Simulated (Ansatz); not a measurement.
For solid CO2 (dry ice), rVV10 in Ansatz (plane waves, PAW) gives:

* **equilibrium lattice constant a**: 5.509 Å
* **enthalpy of formation**: -1.397 eV/atom

### Question
What does r²SCAN-D4 (PAW; Ansatz, an electronic-structure program) give for the same quantities?

### Answer

- lattice constant a: 5.503 Å (falls by 0.1 %)
- formation enthalpy: -1.375 eV/atom (moves by +0.022 eV/atom)

For comparison: lattice constant a 5.56 Å (measured, 5 K, zero-point motion not removed; as tabulated in Tran et al. (2019), arXiv:1903.00284).

Changes are worked out from the printed values.

Unless a cell is named, each level is at its own relaxed cell (rVV10 13.93, r²SCAN-D4 13.89 Å³/atom).

Ansatz's density-functional and Hartree–Fock values are scalar-relativistic unless marked +SOC, with PAW data made under PBE.
